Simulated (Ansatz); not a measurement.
Geometry optimisation, RKS PBE0/def2-SVP (Ansatz 0.2.0).

Input:

```yaml
crystal:
  periodic: [false, false, false]
  atoms:
    - { symbol: "N", position_ang: [-0.76648, 0.75407, -1.04785] }
    - { symbol: C, position_ang: [0.01111, 0.68995, -0.04352] }
    - { symbol: Si, position_ang: [0.57171, -0.96414, 0.82885] }
    - { symbol: H, position_ang: [-1.15889, -0.0917, -1.4578] }
    - { symbol: H, position_ang: [-1.03675, 1.62872, -1.49896] }
    - { symbol: H, position_ang: [0.38919, 1.6371, 0.33407] }
    - { symbol: H, position_ang: [2.00491, -0.94297, 0.56195] }
    - { symbol: H, position_ang: [-0.18614, -1.98741, 0.11449] }
    - { symbol: H, position_ang: [0.17133, -0.72362, 2.20877] }
total_charge: 1
basis:
  gaussian: { orbitals: def2-SVP }
hamiltonian:
  xc: pbe0
relax:
  f_tol: 0.02
  max_steps: 40
scf:
  lower_state_search: "off"
```

Command:

```bash
$ ansatz run input.yaml --threads 1 --pin off --max-ram 2048MiB --backend cpu --events-out ev --progress --plain --runs-dir out
```

**Question.** Where does it end, and by what steps?

**Answer.** It converged. Limits of this set-up: the dipole of an ion depends on the origin. After 5 steps the energy has fallen by 0.046 eV; H7 moved furthest, 0.07 Å.

```
step  energy less start (eV)  largest force component (eV/Å)  accepted
   0                  0.0000                           0.690       yes
   1                 -0.0412                           0.246       yes
   2                 -0.0450                           0.046       yes
   3                 -0.0452                           0.049       yes
   4                 -0.0455                           0.027       yes
   5                 -0.0458                           0.007       yes
```

```xyz
9
Properties=species:S:1:pos:R:3
N -0.784 0.761 -1.055
C 0.019 0.688 -0.057
Si 0.569 -0.947 0.817
H -1.206 -0.074 -1.471
H -1.045 1.652 -1.488
H 0.404 1.657 0.297
H 2.041 -0.963 0.617
H -0.161 -2.031 0.111
H 0.162 -0.743 2.230
```

Whether the end is a true minimum wasn't checked by a vibrational analysis.

The run took 11 s on 1 thread of Arm Neoverse V1, on a shared host, peak memory 0.12 GiB.
